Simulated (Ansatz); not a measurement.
Cost and result for the atomization energy of C2H6O3, SMILES `OCC(O)O` (11 atoms, 10 bonds).

```xyz
11

O     1.621   -0.429    0.101
C     0.708    0.330   -0.663
C    -0.697    0.117   -0.137
O    -0.706    0.673    1.160
O    -1.031   -1.234   -0.114
H     1.566   -0.097    1.003
H     0.952    1.398   -0.648
H     0.771   -0.033   -1.690
H    -1.441    0.609   -0.775
H    -1.509    0.370    1.594
H    -0.235   -1.704    0.171
```

The species carries charge 0 and has multiplicity 1. The structure was optimised at the PBE0-D4/def2-TZVP level. It is one conformer, not always the lowest. Program: Ansatz. All runs use 4 threads of an Arm Neoverse V1 on a shared host. Times are those of one run each, without the atoms' runs, and a repeat can differ threefold. Electronic energies, without spin–orbit coupling; frozen cores. CCSD(T)/CBS adds CCSD(T) − MP2 in def2-TZVPP to the MP2 limit, and its time is that of the two runs behind it. T1 = 0.011. B3LYP takes the VWN-RPA correlation (the form of Gaussian; ORCA's B3LYP/G).

CCSD(T)/CBS is a level of theory with its own doubt, some kJ/mol a heavy atom from the limit and from the frozen cores, so smaller differences don't rank the functionals.

| level | functions | wall time | atomization (kcal/mol) | difference from CCSD(T)/CBS | per bond |
| --- | --- | --- | --- | --- | --- |
| PBE-D4/def2-TZVPP (with forces) | 239 | 2.2 s | 1047.7 | 25.6 | 2.6 |
| PBE0-D4/def2-TZVPP | 239 | 2.4 s | 1018.8 | -3.3 | -0.3 |
| B3LYP-D4/def2-TZVPP (with forces) | 239 | 3.6 s | 1014.9 | -7.2 | -0.7 |
| r2SCAN-D4/def2-TZVPP (with forces) | 239 | 4.4 s | 1020.5 | -1.6 | -0.2 |
| B2PLYP/def2-TZVPP | 239 | 4.4 s | 1006.8 | -15.3 | -1.5 |
| ωB97X-V/def2-TZVPP | 239 | 6.5 s | 1020.0 | -2.1 | -0.2 |
| ωB97M-V/def2-TZVPP (with forces) | 239 | 9 s | 1022.7 | 0.6 | 0.1 |
| MP2/def2-QZVPP | 465 | 21 s | 1034.5 | 12.4 | 1.2 |
| CCSD(T)/def2-TZVPP | 239 | 2.6 min | 993.0 | -29.1 | -2.9 |
| CCSD(T)/CBS(def2) | – | 2.9 min | 1022.1 | 0.0 | 0.0 |

In def2-TZVPP, CCSD(T) changes the Hartree–Fock value by +294.4 kcal/mol (the triples alone add +17.4 kcal/mol) and MP2 by +318.8 kcal/mol; breaking electron pairs costs correlation energy, which Hartree–Fock lacks. From PBE to PBE0 (25 % exact exchange), in def2-TZVPP and without D4, the atomization energy moves by −28.1 kcal/mol: exact exchange takes away binding that semilocal exchange gives to molecules. The D4 term adds +6.4 kcal/mol with B3LYP and +3.3 kcal/mol with PBE0; it sums over pairs of atoms, weighted by their polarisabilities, and B3LYP, whose exchange is more repulsive, gets the larger term.
